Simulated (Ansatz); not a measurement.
AlNH6⁻, that is Al(NH3)H3 with one electron more. The state is a doublet with charge -1. Geometry r2SCAN-D4/def2-TZVP, that of the neutral singlet.

Cartesian coordinates in Å:
```
Al 0.044 0.794 0.715
N -0.041 -0.734 -0.661
H 0.800 -0.763 -1.232
H -0.834 -0.622 -1.287
H -0.134 -1.637 -0.204
H -1.378 0.586 1.423
H 0.196 2.037 -0.284
H 1.347 0.339 1.530
```

At PBE-D4/def2-TZVPD, r2SCAN-D4/def2-TZVPD, PBE0-D4/def2-TZVPD the highest occupied level of the charge -1 doublet lies above zero (up to 2.12 eV). By energy differences it is unbound by 0.31 eV (vertical, to the charge 0 singlet, at PBE-D4/def2-TZVPD) and held by the finite basis.

Task: Estimate the α-spin orbital energies around the gap (eV) in Ansatz with PBE-D4/def2-TZVPD, r2SCAN-D4/def2-TZVPD, PBE0-D4/def2-TZVPD.

Result: 
```tsv
orbital	PBE-D4/def2-TZVPD	r2SCAN-D4/def2-TZVPD	PBE0-D4/def2-TZVPD
HOMO−5	-8.44	-8.84	-10.15
HOMO−4	-6.19	-6.55	-7.90
HOMO−3	-3.72	-4.08	-5.19
HOMO−2	-2.25	-2.56	-3.54
HOMO−1	-2.25	-2.56	-3.54
HOMO	2.12	2.09	1.72
LUMO	3.15	3.54	3.54
LUMO+1	3.74	3.89	4.25
LUMO+2	3.74	3.89	4.26
LUMO+3	3.86	4.14	4.35
LUMO+4	4.25	4.58	4.72
LUMO+5	4.25	4.58	4.72
β HOMO	-2.23	-2.55	-3.53
β LUMO	2.72	3.29	3.30
```
